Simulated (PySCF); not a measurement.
## BCl + H₂O → HBO + HCl

Level: PBE0 in the def2-TZVP basis family, all electrons, no relativity, computed in PySCF with density fitting; open shells unrestricted.

```json
{"species": "BCl", "state and structure": "singlet, C∞v, B–Cl 1.718 Å", "ZPE (kJ/mol)": "5.0", "H(298 K) − H(0) (kJ/mol)": "8.9", "S° (J/(mol K))": "213.2"}
{"species": "H₂O", "state and structure": "singlet, C2v, O–H 0.960 Å (×2); H–O–H 105.1°", "ZPE (kJ/mol)": "56.5", "H(298 K) − H(0) (kJ/mol)": "9.9", "S° (J/(mol K))": "188.7"}
{"species": "HBO", "state and structure": "singlet, C∞v, B–H 1.173 Å, B–O 1.198 Å; H–B–O 180.0°", "ZPE (kJ/mol)": "37.8", "H(298 K) − H(0) (kJ/mol)": "9.1", "S° (J/(mol K))": "202.7"}
{"species": "HCl", "state and structure": "singlet, C∞v, H–Cl 1.279 Å", "ZPE (kJ/mol)": "17.9", "H(298 K) − H(0) (kJ/mol)": "8.7", "S° (J/(mol K))": "186.6"}
```

(1) Is the gas-phase reaction uphill or downhill in electronic energy at this level, and by how much?

(2) Add zero-point, thermal and entropy terms for 298.15 K and 1 bar.

Answers

(1) At PBE0/def2-TZVP, ΔE = -273.8 kJ/mol, downhill. Hydrolysis steps of this kind drive oxide growth by atomic layer deposition.

(2) ΔZPE = -5.8 and Δ[H(298) − H(0)] = -1.0 kJ/mol give ΔH° = -280.6 kJ/mol. ΔS° = -12.6 J/(mol K), so ΔG° = -280.6 − 298.15 × (-0.0126) = -277 kJ/mol.

The structures come from searches over a few start shapes, so lower isomers are not excluded.
